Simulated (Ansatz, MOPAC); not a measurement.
System: C3H5, net charge 0, doublet state. SMILES: [CH2]C=C

Atoms: C1, C2, H3, H4, H5, C6, H7, H8. Bonds: C1-C2, C1-H3, C1-H4, C2-H5, C2-C6, C6-H7, C6-H8.

Bond lengths (Å) and angles (degrees) optimised at PM3 with MOPAC; HF/3-21G with Ansatz (an electronic-structure program); B3LYP/6-31G* with Ansatz, each started from the B3LYP-D3(BJ)/def2-TZVP structure (Ansatz) of the last column. A row stands for all coordinates that are equal there. 6-31G* holds six Cartesian d functions.

```json
[
 {"coordinate": "C1-C2", "PM3": "1.382", "HF/3-21G": "1.389", "B3LYP/6-31G*": "1.386", "B3LYP-D3(BJ)/def2-TZVP": "1.380"},
 {"coordinate": "C1-H3", "PM3": "1.085", "HF/3-21G": "1.074", "B3LYP/6-31G*": "1.087", "B3LYP-D3(BJ)/def2-TZVP": "1.083"},
 {"coordinate": "C1-H4", "PM3": "1.084", "HF/3-21G": "1.072", "B3LYP/6-31G*": "1.085", "B3LYP-D3(BJ)/def2-TZVP": "1.081"},
 {"coordinate": "C2-H5", "PM3": "1.097", "HF/3-21G": "1.076", "B3LYP/6-31G*": "1.091", "B3LYP-D3(BJ)/def2-TZVP": "1.087"},
 {"coordinate": "C1-C2-C6", "PM3": "122.5", "HF/3-21G": "124.3", "B3LYP/6-31G*": "125.1", "B3LYP-D3(BJ)/def2-TZVP": "125.0"},
 {"coordinate": "C2-C1-H3", "PM3": "122.4", "HF/3-21G": "121.1", "B3LYP/6-31G*": "121.1", "B3LYP-D3(BJ)/def2-TZVP": "121.0"},
 {"coordinate": "C2-C1-H4", "PM3": "122.0", "HF/3-21G": "121.4", "B3LYP/6-31G*": "121.6", "B3LYP-D3(BJ)/def2-TZVP": "121.5"},
 {"coordinate": "C1-C2-H5", "PM3": "118.8", "HF/3-21G": "117.9", "B3LYP/6-31G*": "117.5", "B3LYP-D3(BJ)/def2-TZVP": "117.5"},
 {"coordinate": "H3-C1-H4", "PM3": "115.6", "HF/3-21G": "117.5", "B3LYP/6-31G*": "117.2", "B3LYP-D3(BJ)/def2-TZVP": "117.5"}
]
```

Mean signed difference of all 7 bond lengths from B3LYP-D3(BJ)/def2-TZVP: PM3 0.004 Å, HF/3-21G -0.004 Å, B3LYP/6-31G* 0.005 Å.
